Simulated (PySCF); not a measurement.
Isomers of C6H4O2, one GFN2-xTB conformer each. Single-point energies are computed at PBE0/pcSseg-1 (PySCF, gas phase, no added dispersion term), electronic only.

Question: Rank them by PBE0/pcSseg-1 energy, lowest first (kJ/mol).
A. `O=C1C=CC=CC1=O` (o-benzoquinone)
B. `[CH:1]#[C:2][C:3]#[C:4][CH2:5][C:6](=[O:7])[OH:8]` with C4–C5–C6–O7 -2°, C5–C6–O8–H 180°
C. `C#C[C@@H]1C=COC1=O`
D. `O=C1C=CC(=O)C=C1`
E. `[O:1]=[C:2]=[CH:3][c:4]1[cH:5][cH:6][cH:7][o:8]1` with C2–C3–C4–C5 180°
F. `O=C1C(C(=O)C=C1)=C`
G. `c1cc2c(o1)cco2`
H. `[CH:1]#[C:2][C:3](=[O:4])[C:5](=[CH2:6])[CH:7]=[O:8]` with C2–C3–C5–C6 0°, C3–C5–C7–O8 180°

Answer: D (0.0), F (11.9), A (30.4), E (45.5), G (65.1), C (149.3), B (208.1), H (219.0).

As drawn, the highest has a C≡C bond, which the lowest lacks. GFN2-xTB itself gives, in the same order: 135.3, 142.1, 156.0, 64.1, 0.0, 163.8, 271.5, 331.7. GFN2-xTB puts c1cc2occc2o1 lowest instead; measured from each level's own lowest isomer, the values differ by up to 135.3 kJ/mol (O=C1C=CC(=O)C=C1: 135.3 against 0.0).

Q: Which frontier levels, dipoles and rotational constants go with these structures?

A: 
```
            SMILES  HOMO (eV, PBE0/pcSseg-1)  LUMO (eV)  dipole (D)       A, B, C (MHz)
  O=C1C=CC(=O)C=C1                     -8.02      -3.76        0.01    5385, 1651, 1264
  C=C1C(=O)C=CC1=O                     -7.56      -2.84        0.98    3576, 2216, 1368
    O=C1C=CC=CC1=O                     -7.45      -3.85        5.45    3315, 2447, 1408
      O=C=Cc1ccco1                     -5.88      -1.32        1.78    7032, 1300, 1097
      c1cc2occc2o1                     -6.09      -0.27        0.01    5439, 2274, 1603
C#C[C@@H]1C=COC1=O                     -7.63      -0.87        3.81    3445, 2086, 1443
     C#CC#CCC(=O)O                     -7.39      -0.68        2.13  8785, 802.7, 739.0
  C#CC(=O)C(=C)C=O                     -7.62      -2.94        4.21    4656, 1370, 1058
```
